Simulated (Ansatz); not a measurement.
We consider hcp Ti, described by PBE in Ansatz (PAW).

Settings: plane-wave cutoff 520 eV, 16×16×10 k mesh (along the axes of the cell as run), Fermi–Dirac smearing 0.1 eV, perturbation theory, force constants from a 4×4×2 q mesh, no spin polarisation, scalar-relativistic PAW data made under PBE.

Question: Give the computed zero-point energy.

Answer: 
- zero-point energy = 0.033 eV/atom

Cost on a shared machine: very roughly 10 core-minutes.

Ansatz is a program for electronic structure.
